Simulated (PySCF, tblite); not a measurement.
# ethyl propyl sulfide (C₅H₁₂S): a rotation path, then NMR shifts on frames

Aim: move ethyl propyl sulfide (C₅H₁₂S) (`CCCSCC`) away from its starting geometry and see how NMR shifts follow the geometry.

Computed with tblite 0.8.0 and PySCF 2.14.0, with density-fitted response routines of our own, on a single molecule in the gas phase. Atoms count from 0, in the outputs and in this text.

**1. Starting geometry**

18 atoms, charge 0, multiplicity 1; geometry from: GFN2-xTB.

Bonds of the start (Å): C0–C1 1.52, C1–C2 1.52, C2–S3 1.83, S3–C4 1.83, C4–C5 1.52, C0–H6 1.09, C0–H7 1.09, C0–H8 1.09, C1–H9 1.09, C1–H10 1.09, C2–H11 1.09, C2–H12 1.09, C4–H13 1.09, C4–H14 1.09, C5–H15 1.09, C5–H16 1.09, C5–H17 1.09.

**2. A band between two rotamers with GFN2-xTB**

Job settings and geometry (Å):

```
{"job": {"kind": "neb", "xc": "GFN2-xTB", "basis": "xTB", "atoms": [1, 2, 3, 4], "turn": 120}, "charge": 0, "multiplicity": 1}
C     -2.628012     0.418769    -0.261373
C     -1.560263    -0.084355     0.700354
C     -0.540594    -0.973937     0.003975
S      0.454703    -0.089010    -1.245226
C      1.681062     0.760767    -0.191665
C      2.790694    -0.162026     0.276099
H     -3.319224     1.085255     0.248685
H     -3.192174    -0.414894    -0.673576
H     -2.164198     0.958806    -1.083442
H     -2.027022    -0.662210     1.502560
H     -1.053026     0.767098     1.160484
H      0.151253    -1.423078     0.716021
H     -1.041124    -1.767501    -0.550270
H      1.148361     1.208442     0.646898
H      2.079597     1.555959    -0.820864
H      2.399803    -0.956112     0.909268
H      3.286113    -0.616675    -0.578537
H      3.525291     0.401017     0.849004
```

With the program's defaults for keys left out, this is: GFN2-xTB climbing-image nudged elastic band, gas phase.

On the command line:

```sh
OMP_NUM_THREADS=1 python probes_run.py task.json out
```

This one command runs all jobs of the session in turn.

Standard output:

```text
image   E - E0 / eV
  0      -0.0000
  1       0.0131
  2       0.0321
  3       0.0443
  4       0.0466
  5       0.0440
  6       0.0427
  7       0.0451
  8       0.0462
```

Wall time 1.9 s (1 thread of Arm Neoverse V2, shared host); peak memory 0.19 GiB.

The final band, with the dihedral C1–C2–S3–C4:

```csv
image,dihedral (°),energy (eV),energy (kcal/mol)
0,80,0.000,0.0
1,94,0.013,0.3
2,109,0.032,0.7
3,124,0.044,1.0
4,139,0.047,1.1
5,153,0.044,1.0
6,168,0.043,1.0
7,182,0.045,1.0
8,197,0.046,1.1
```

**3. Nuclear shieldings: image 0, PBE0/pcSseg-1**

Job settings and geometry (Å):

```
{"job": {"kind": "nmr", "xc": "PBE0", "basis": "pcSseg-1", "pop": false}, "charge": 0, "multiplicity": 1}
C     -2.628000     0.418800    -0.261400
C     -1.560300    -0.084400     0.700400
C     -0.540600    -0.973900     0.004000
S      0.454700    -0.089000    -1.245200
C      1.681100     0.760800    -0.191700
C      2.790700    -0.162000     0.276100
H     -3.319200     1.085300     0.248700
H     -3.192200    -0.414900    -0.673600
H     -2.164200     0.958800    -1.083400
H     -2.027000    -0.662200     1.502600
H     -1.053000     0.767100     1.160500
H      0.151300    -1.423100     0.716000
H     -1.041100    -1.767500    -0.550300
H      1.148400     1.208400     0.646900
H      2.079600     1.556000    -0.820900
H      2.399800    -0.956100     0.909300
H      3.286100    -0.616700    -0.578500
H      3.525300     0.401000     0.849000
```

With the program's defaults for keys left out, this is: GIAO PBE0/pcSseg-1 NMR shielding, non-relativistic, gas phase.

Standard output:

```text
coarse grid: 14496 points
cycle   1  E = -595.4392481573  dE =  3.429e-01  |g| = 3.805e-01  |ddm| = 3.548e+00
cycle   2  E = -595.4387461395  dE =  5.020e-04  |g| = 4.004e-01  |ddm| = 7.342e-01
cycle   3  E = -595.4803191279  dE = -4.157e-02  |g| = 3.257e-02  |ddm| = 3.419e-01
cycle   4  E = -595.4805328424  dE = -2.137e-04  |g| = 1.726e-02  |ddm| = 6.726e-02
cycle   5  E = -595.4806065249  dE = -7.368e-05  |g| = 4.203e-03  |ddm| = 2.548e-02
cycle   6  E = -595.4806102994  dE = -3.775e-06  |g| = 1.153e-03  |ddm| = 4.014e-03
final grid: 132256 points
cycle   7  E = -595.5202045689  dE = -3.483e-05  |g| = 9.655e-03  |ddm| = 2.667e-02
cycle   8  E = -595.5201915191  dE =  1.305e-05  |g| = 1.200e-02  |ddm| = 1.761e-02
cycle   9  E = -595.5202279829  dE = -3.646e-05  |g| = 6.305e-04  |ddm| = 1.060e-02
cycle  10  E = -595.5202280824  dE = -9.950e-08  |g| = 1.949e-04  |ddm| = 8.960e-04
cycle  11  E = -595.5202280910  dE = -8.690e-09  |g| = 3.417e-05  |ddm| = 1.591e-04
cycle  12  E = -595.5202280913  dE = -2.922e-10  |g| = 9.386e-06  |ddm| = 5.345e-05
converged SCF energy = -595.5202280913

GIAO shielding tensors (ppm)
atom      isotropic    diamagn.    paramagn.     s11        s22        s33       span
  0 C      173.027     246.757     -73.730    158.447    172.777    187.857     29.411
  1 C      163.080     248.321     -85.241    152.645    164.861    171.732     19.087
  2 C      149.871     251.864    -101.993    136.217    149.215    164.179     27.962
  3 S      509.691    1058.546    -548.855    399.281    438.945    690.848    291.567
  4 C      157.642     251.563     -93.921    142.687    155.924    174.315     31.627
  5 C      169.825     247.102     -77.277    147.182    174.731    187.562     40.380
  6 H       30.739      28.094       2.644     26.053     27.766     38.397     12.344
  7 H       31.211      29.199       2.012     27.012     28.508     38.113     11.101
  8 H       29.736      30.125      -0.389     23.989     31.228     33.990     10.001
  9 H       30.140      30.615      -0.475     24.580     28.466     37.375     12.795
 10 H       30.373      32.480      -2.106     25.168     30.753     35.198     10.029
 11 H       28.895      33.107      -4.212     22.422     29.638     34.624     12.202
 12 H       29.718      32.460      -2.742     23.919     28.649     36.585     12.666
 13 H       29.256      33.124      -3.868     23.033     30.253     34.481     11.448
 14 H       29.532      31.405      -1.873     23.040     28.495     37.062     14.022
 15 H       30.299      30.593      -0.293     25.285     30.588     35.025      9.740
 16 H       30.567      29.113       1.454     26.308     28.604     36.789     10.481
 17 H       30.445      27.854       2.591     25.306     27.386     38.641     13.335
```

Run time: 22 s. Hardware: 1 thread of Arm Neoverse V2, shared host; peak memory 0.77 GiB.

The references, computed at this level on geometries of the same kind, shield at (ppm): 1H TMS 31.72, 13C TMS 186.9, 33S CS2 504. Their shielding less the atom's gives the shift. The references are single molecules in the gas phase. Each atom is listed at this fixed geometry, with no averaging over motion; a spectrum would average atoms that exchange fast.

```csv
atoms,environment,σ (ppm),δ (ppm)
C2,sp3 CH2 bonded to S,149.9,37.1
C4,sp3 CH2 bonded to S,157.6,29.3
C1,sp3 CH2,163.1,23.8
C5,methyl carbon,169.8,17.1
C0,methyl carbon,173.0,13.9
H11,hydrogen on an sp3 CH2 bonded to S,28.89,2.82
H13,hydrogen on an sp3 CH2 bonded to S,29.26,2.46
H14,hydrogen on an sp3 CH2 bonded to S,29.53,2.18
H12,hydrogen on an sp3 CH2 bonded to S,29.72,2.00
H8,hydrogen on a methyl carbon,29.74,1.98
H9,hydrogen on an sp3 CH2,30.14,1.58
H15,hydrogen on a methyl carbon,30.30,1.42
H10,hydrogen on an sp3 CH2,30.37,1.34
H17,hydrogen on a methyl carbon,30.44,1.27
H16,hydrogen on a methyl carbon,30.57,1.15
H6,hydrogen on a methyl carbon,30.74,0.98
H7,hydrogen on a methyl carbon,31.21,0.51
S3,sulfide sulfur,510,-6
```

The fields below are evaluated on a grid from the run's orbitals.

Frontier orbitals at PBE0/pcSseg-1, with the share of their density that lies nearest to each atom:

```csv
orbital,energy (eV),lies on
HOMO,-6.25,S3 76 %
LUMO,1.26,"H13 16 %; H10, H14, H15 about 9 % each; 4 H atoms about 7 % each"
```

ELF in a plane through or near 5 of the atoms.

Ten even steps from '0' (0.00) to '9' (0.99):
```
0000000000000000000000000000
0000000000000000000000000000
0000000000000000000000000000
0000000023100000000000000000
0000000699820000001000000000
0000000799940000026411100000
0000000499941010058744410000
0000000166243220048767720000
0000123373745320036227510000
0000145489565321257316300000
0000156215211467867678710000
0000046676101611852247610000
0000013698106941530002200000
0000001698009995410000000000
0000000374019973200000000000
0000000010005730000000000000
0000000000000000000000000000
0000000000000000000000000000
0000000000000000000000000000
0000000000000000000000000000
```
The map spans 12.3 Å across and 8.8 Å up, centred on the molecule. Atoms in the plane (x, y in Å): C0 (2.6, 0.5), C2 (0.5, -0.9), C4 (-1.7, 0.8), C5 (-2.8, -0.2), H14 (-2.1, 1.8).

On the surface of density 0.002 e/bohr³ the electrostatic potential runs, from the 1st to the 99th percentile, from -1.13 V near S3 to 0.80 V near H11.

**4. Shielding tensors: image 2, PBE0/pcSseg-1**

Job settings and geometry (Å):

```
{"job": {"kind": "nmr", "xc": "PBE0", "basis": "pcSseg-1", "pop": false}, "charge": 0, "multiplicity": 1}
C     -2.794700     0.231700    -0.386100
C     -1.764800     0.019200     0.715900
C     -0.518600    -0.681700     0.194500
S      0.412800     0.340000    -1.009200
C      1.892400     0.797700    -0.038800
C      2.892900    -0.336700     0.084400
H     -3.656800     0.772300    -0.005800
H     -3.132400    -0.724800    -0.778500
H     -2.354800     0.802200    -1.202600
H     -2.193900    -0.597500     1.511800
H     -1.487300     0.982000     1.149700
H      0.166800    -0.924200     1.004500
H     -0.789400    -1.597800    -0.329700
H      1.556600     1.146000     0.936800
H      2.327000     1.636400    -0.582400
H      2.468800    -1.171900     0.639300
H      3.180700    -0.692600    -0.901000
H      3.785900     0.006000     0.605200
```

With the program's defaults for keys left out, this is: GIAO PBE0/pcSseg-1 NMR shielding, non-relativistic, gas phase.

Standard output:

```text
coarse grid: 14496 points
cycle   1  E = -595.4377455108  dE =  3.322e-01  |g| = 3.792e-01  |ddm| = 3.543e+00
cycle   2  E = -595.4373216127  dE =  4.239e-04  |g| = 3.986e-01  |ddm| = 7.359e-01
cycle   3  E = -595.4786146771  dE = -4.129e-02  |g| = 3.091e-02  |ddm| = 3.416e-01
cycle   4  E = -595.4788034539  dE = -1.888e-04  |g| = 1.637e-02  |ddm| = 6.231e-02
cycle   5  E = -595.4788698455  dE = -6.639e-05  |g| = 4.275e-03  |ddm| = 2.461e-02
cycle   6  E = -595.4788738153  dE = -3.970e-06  |g| = 1.278e-03  |ddm| = 4.323e-03
final grid: 132256 points
cycle   7  E = -595.5187820440  dE = -3.906e-05  |g| = 1.008e-02  |ddm| = 2.800e-02
cycle   8  E = -595.5187682963  dE =  1.375e-05  |g| = 1.247e-02  |ddm| = 1.849e-02
cycle   9  E = -595.5188077085  dE = -3.941e-05  |g| = 6.427e-04  |ddm| = 1.098e-02
cycle  10  E = -595.5188078103  dE = -1.018e-07  |g| = 2.160e-04  |ddm| = 9.626e-04
cycle  11  E = -595.5188078211  dE = -1.083e-08  |g| = 4.005e-05  |ddm| = 1.872e-04
cycle  12  E = -595.5188078215  dE = -3.865e-10  |g| = 1.314e-05  |ddm| = 6.240e-05
converged SCF energy = -595.5188078215

GIAO shielding tensors (ppm)
atom      isotropic    diamagn.    paramagn.     s11        s22        s33       span
  0 C      172.207     247.052     -74.845    158.255    171.007    187.359     29.104
  1 C      158.111     247.812     -89.700    144.484    157.435    172.415     27.931
  2 C      146.901     252.430    -105.529    133.076    144.529    163.099     30.023
  3 S      497.941    1059.118    -561.177    386.044    434.356    673.422    287.378
  4 C      152.284     251.707     -99.423    138.522    146.042    172.288     33.767
  5 C      167.977     247.305     -79.328    145.935    170.688    187.308     41.373
  6 H       30.684      27.672       3.012     25.953     27.598     38.501     12.548
  7 H       31.175      29.382       1.793     27.080     28.684     37.762     10.682
  8 H       30.125      30.243      -0.119     24.593     31.541     34.240      9.646
  9 H       29.980      30.410      -0.430     24.547     28.292     37.099     12.552
 10 H       30.359      31.874      -1.515     25.678     30.077     35.321      9.643
 11 H       29.498      33.978      -4.480     22.975     30.932     34.586     11.611
 12 H       29.220      33.058      -3.838     23.475     28.898     35.288     11.813
 13 H       29.320      32.935      -3.615     23.165     29.825     34.972     11.807
 14 H       29.407      31.379      -1.972     23.035     28.237     36.948     13.913
 15 H       30.391      30.615      -0.225     25.689     30.670     34.812      9.123
 16 H       30.571      29.389       1.182     26.480     28.740     36.493     10.013
 17 H       30.411      27.546       2.865     25.356     27.270     38.607     13.252
```

Run time: 16 s. Hardware: 1 thread of Arm Neoverse V2, shared host; peak memory 0.79 GiB.

In short: δ C2 40.0, C4 34.6, C1 28.8, C5 18.9, H12 2.50, H13 2.40 ppm.

[end of part 1 of 2]
